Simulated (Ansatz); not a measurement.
# CH6LiSi: the cost of one run

Program: Ansatz 0.2.0, Gaussian basis. Level of theory: RKS PBE-D4/def2-SVP. These are calculated values, not measurements.

Levels: PBE-D4, revPBE-D4, BLYP-D4, r2SCAN-D4, B97M-V, PBE0-D4, B3LYP-D4, HSE06-D4, wB97X-V, wB97M-V, B2PLYP, Hartree-Fock, MP2, CCSD, CCSD(T). The reference is CCSD(T) extrapolated to the basis limit.

Cores are frozen in the correlated methods. The outer core shell of Li, Na, Mg and K is correlated. B3LYP uses VWN-RPA correlation. B2PLYP carries no dispersion term here.

164 further runs of the same task are left out: 1 that didn't finish, 163 set aside as unsound or not needed.

### Step 1. The starting structure

The pair, from a GFN2-xTB docking trial: 9 atoms, charge 1, spin multiplicity 1.

Atoms are counted from 1 here; the program's logs count them from 0.

Bond lengths: Li1–C2 2.275 Å, C2–Si3 1.946 Å, C2–H4 1.097 Å, C2–H5 1.098 Å, C2–H6 1.099 Å, Si3–H7 1.461 Å, Si3–H8 1.461 Å, Si3–H9 1.460 Å. Angles: Li1–C2–Si3 178.7°, Li1–C2–H4 72.8°, Li1–C2–H5 72.9°, Li1–C2–H6 71.5°, Si3–C2–H4 107.6°, Si3–C2–H5 108.0°, Si3–C2–H6 107.1°, H4–C2–H5 111.3°, H4–C2–H6 111.3°, H5–C2–H6 111.3°, C2–Si3–H7 104.3°, C2–Si3–H8 104.1°, C2–Si3–H9 104.5°, H7–Si3–H8 114.1°, H7–Si3–H9 114.1°, H8–Si3–H9 114.2°.

Coordinates:

```xyz
9
CH6LiSi
Li   -1.7639    1.3426   -1.8639
C    -0.3791    0.2738   -0.4096
Si    0.8065   -0.6029    0.8596
H    -1.3677   -0.1931   -0.3181
H     0.0375    0.1325   -1.4153
H    -0.4138    1.3382   -0.1386
H     0.2376   -0.2812    2.1658
H     2.1096    0.0092    0.6094
H     0.7332   -2.0191    0.5106
```

Atoms 1 to 1 are fragment A (Li+), the rest fragment B (CH₆Si).

### Step 2. A first relaxation in a small basis

pre/in.yaml reads:

```yaml
crystal:
  periodic: [false, false, false]
  atoms:
    - {symbol: Li, position_ang: [-1.763900, 1.342600, -1.863900]}
    - {symbol: C, position_ang: [-0.379100, 0.273800, -0.409600]}
    - {symbol: Si, position_ang: [0.806500, -0.602900, 0.859600]}
    - {symbol: H, position_ang: [-1.367700, -0.193100, -0.318100]}
    - {symbol: H, position_ang: [0.037500, 0.132500, -1.415300]}
    - {symbol: H, position_ang: [-0.413800, 1.338200, -0.138600]}
    - {symbol: H, position_ang: [0.237600, -0.281200, 2.165800]}
    - {symbol: H, position_ang: [2.109600, 0.009200, 0.609400]}
    - {symbol: H, position_ang: [0.733200, -2.019100, 0.510600]}
basis:
  gaussian: {orbitals: def2-SVP}
total_charge: 1
hamiltonian: {xc: pbe, dispersion: d4}
relax: {f_tol: 0.03, max_steps: 250}
```

On the command line:

```console
ansatz run in.yaml --threads 2 --pin off --events-out ev --progress --plain --max-ram 5222MiB
```

**Question.** How long does this run take on 2 threads of Arm Neoverse V1, shared host?

About 4.3 s.
